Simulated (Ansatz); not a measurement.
# H5NOSi: functionals against CCSD(T) at one geometry

An exercise on one series of results from a longer session: the logs are not shown, and one member is left open.

Method: single points in def2-TZVPP; program: Ansatz 0.2.0, Gaussian basis.

Cores are frozen in the correlated methods.

## The starting structure

8 atoms, charge 0, spin multiplicity 1.

Atoms are counted from 1 here; the program's logs count them from 0.

Bond lengths: N1–Si2 1.709 Å, N1–H4 1.074 Å, N1–H5 1.128 Å, Si2–O3 1.662 Å, Si2–H6 1.366 Å, Si2–H7 1.524 Å, O3–H8 1.024 Å. Angles: Si2–N1–H4 121.2°, Si2–N1–H5 113.1°, H4–N1–H5 104.4°, N1–Si2–O3 108.8°, N1–Si2–H6 110.5°, N1–Si2–H7 109.1°, O3–Si2–H6 111.0°, O3–Si2–H7 103.2°, H6–Si2–H7 114.0°, Si2–O3–H8 115.0°.

Coordinates:

```
N    -0.8051    0.7388   -0.8245
Si    0.4617    0.1615    0.1676
O     0.0812   -1.3712    0.6851
H    -1.1266    0.1925   -1.6918
H    -1.7557    0.9435   -0.2535
H     0.6596    1.0006    1.2275
H     1.7030   -0.0595   -0.6886
H     0.8300   -1.8576    1.1862
```

Set-up of the first run:

The input, run/in.yaml:

```yaml
crystal:
  periodic: [false, false, false]
  atoms:
    - {symbol: N, position_ang: [-0.805100, 0.738800, -0.824500]}
    - {symbol: Si, position_ang: [0.461700, 0.161500, 0.167600]}
    - {symbol: O, position_ang: [0.081200, -1.371200, 0.685100]}
    - {symbol: H, position_ang: [-1.126600, 0.192500, -1.691800]}
    - {symbol: H, position_ang: [-1.755700, 0.943500, -0.253500]}
    - {symbol: H, position_ang: [0.659600, 1.000600, 1.227500]}
    - {symbol: H, position_ang: [1.703000, -0.059500, -0.688600]}
    - {symbol: H, position_ang: [0.830000, -1.857600, 1.186200]}
basis:
  gaussian: {orbitals: def2-TZVPP}
correlation: {method: ccsd_t}
output: {forces: true}
```

No record of the launch command was kept for these runs.

Among the steps run: CCSD(T)/def2-TZVPP; PBE0-D4/def2-TZVPP; wB97M-V/def2-TZVPP; r2SCAN-D4/def2-TZVPP; PBE-D4/def2-TZVPP; BHLYP-D4/def2-TZVPP; SPW92/def2-TZVPP.

One table of the session follows, with a row left open; its other results are not shown here.

```
   method  RMS force component (eV/Å)  angle to CCSD(T) forces (°)  dipole (D)
  CCSD(T)                       1.732                    reference        0.66
  PBE0-D4                       1.763                          2.8        0.65
  wB97M-V                           ?                            ?           ?
r2SCAN-D4                       1.705                          2.5        0.66
   PBE-D4                       1.609                          5.4        0.63
 BHLYP-D4                       1.887                          6.0        0.68
    SPW92                       1.565                          8.8        0.65
```

**Question.** Estimate the row for wB97M-V.

The run gave: RMS force component (eV/Å): 1.733; angle to CCSD(T) forces (°): 1.8; dipole (D): 0.68. In the column «RMS force component (eV/Å)» it lies between CCSD(T) (1.732) and PBE0-D4 (1.763).
